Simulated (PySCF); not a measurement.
# Working with the constants of NaH⁺

UHF-CCSD(T) constants of NaH⁺, ²Σ⁺ (doublet), unpaired electrons σ ↑ (Na pcseg-2, H pcseg-2; no relativity (PySCF 2.14); masses 22.9898 and 1.0078 u):

* ωe: 360.3 cm⁻¹
* ωexe: 45.7 cm⁻¹
* Be: 2.6811 cm⁻¹
* αe: 0.345 cm⁻¹
* De to Na⁺ + H: 0.071 eV

Task: What force constant and bond length do these constants imply?

Result: Reduced mass μred = 0.96550 u; k = 5.8918×10⁻⁷·μred·ωe² (u, cm⁻¹, mdyn/Å) = 0.0738 mdyn/Å; Re = √(16.8576/(μred·Be)) (u, cm⁻¹, Å) = 2.552 Å.

Task: Estimate the centrifugal constant D from the Kratzer relation and find the Dunham coefficient a1.

Result: D = 4Be³/ωe² = 0.000594 cm⁻¹; a1 = −1 − αeωe/(6Be²) = -3.88.

Correlated steps freeze 1 core orbital. The bond is weak. Basis-set superposition, not corrected here, can be much of De in a small basis, most of all at correlated wavefunction levels. For an ion De counts to the pair picked by the measured ionisation energies or electron affinities, which need not be the lowest pair at this level. The state was picked by a PBE0 search and need not be the measured ground state.
